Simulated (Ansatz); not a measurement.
**Relaxing Zn**

Level of theory: DFT r2SCAN, scalar-relativistic, plane waves, PAW (Ansatz 0.2.0). Cutoff 500 eV, Γ-centred k mesh, Gaussian smearing, no spin polarisation in the final step.

The start puts Zn on the graphite structure type (P6_3/mmc, No. 194), at a guessed volume.

```
Zn
1.0
     3.02684    0.00000    0.00000
    -1.51342    2.62132    0.00000
     0.00000    0.00000    8.24383
Zn
4
Cartesian
  0.0000 0.0000 2.0610
  0.0000 0.0000 6.1829
  0.0000 1.7475 6.1829
  1.5134 0.8738 2.0610
```

Cell and atoms relax at zero pressure; the relaxation can't lower the symmetry of the start. After a coarse first stage the cell is made exact in the group found at 0.06 Å.

Energies count from the standard state of Zn at the same level.

(1) Which crystal results?

(2) What are its volume, energy, density and gap?

Answers

(1) It keeps P6_3/mmc (No. 194), but not the shape of the type it started on. Conventional cell: a = 4.305 Å, c = 4.686 Å. Around Zn on Wyckoff site b (2 atoms of the primitive cell) lie 2 Zn at 2.34 Å and 3 Zn at 2.49 Å; around Zn on Wyckoff site d (2 atoms of the primitive cell) lie 3 Zn at 2.49 Å.

```
Zn
1.0
     4.30497    0.00000    0.00000
    -2.15249    3.72821    0.00000
     0.00000    0.00000    4.68634
Zn
4
Direct
  0.00000 0.00000 0.25000
  0.00000 0.00000 0.75000
  0.33333 0.66667 0.75000
  0.66667 0.33333 0.25000
```

(2) The volume per atom is 18.80 Å³, the density is 5.77 g/cm³ and the energy over the standard structure is 0.38 eV/atom. The gap on the 12×12×10 mesh is 0 eV (a metal).

The final run used a 12×12×10 mesh on its 4-atom cell and 0.10 eV smearing. The k mesh leaves about 4 meV/atom of noise in metals. A structure relaxed within its symmetry needn't be a true minimum.